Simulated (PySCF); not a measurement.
# SiO₂: calculation against measurement

Isolated SiO₂, optimised in PySCF with density fitting and no spin–orbit coupling; def2 sets carry scalar-relativistic core potentials from Rb on. All levels below give a singlet of D∞h symmetry: PBE0/def2-TZVP Si–O 1.506 Å (×2); BP86/def2-TZVP Si–O 1.527 Å (×2).

Counting electrons, silicon keeps none of its valence electrons outside its bonds, so the VSEPR class is AX2 and the expected shape is linear (D∞h), as computed.

Measured fundamentals (Jacox, Vibrational and Electronic Energy Levels of Polyatomic Transient Molecules, as compiled in the NIST Chemistry WebBook) beside computed harmonic wavenumbers, in cm⁻¹:

```json
{"mode as compiled": "Πu bend", "computed symmetry": "πu", "measured": "272.5", "medium": "argon matrix", "PBE0/def2-TZVP": "299", "BP86/def2-TZVP": "274"}
{"mode as compiled": "Σu+ asym. stretch", "computed symmetry": "σu+", "measured": "1416.4", "medium": "argon matrix", "PBE0/def2-TZVP": "1471", "BP86/def2-TZVP": "1391"}
```

How close does each level come?

Mean absolute differences: PBE0/def2-TZVP 6.9 %, BP86/def2-TZVP 1.2 %. The mean ratio of measured to computed values at BP86/def2-TZVP is 1.006. Harmonic values should lie a little above fundamentals, yet here they lie below on average; matrices shift bands further, usually down by up to a few per cent.
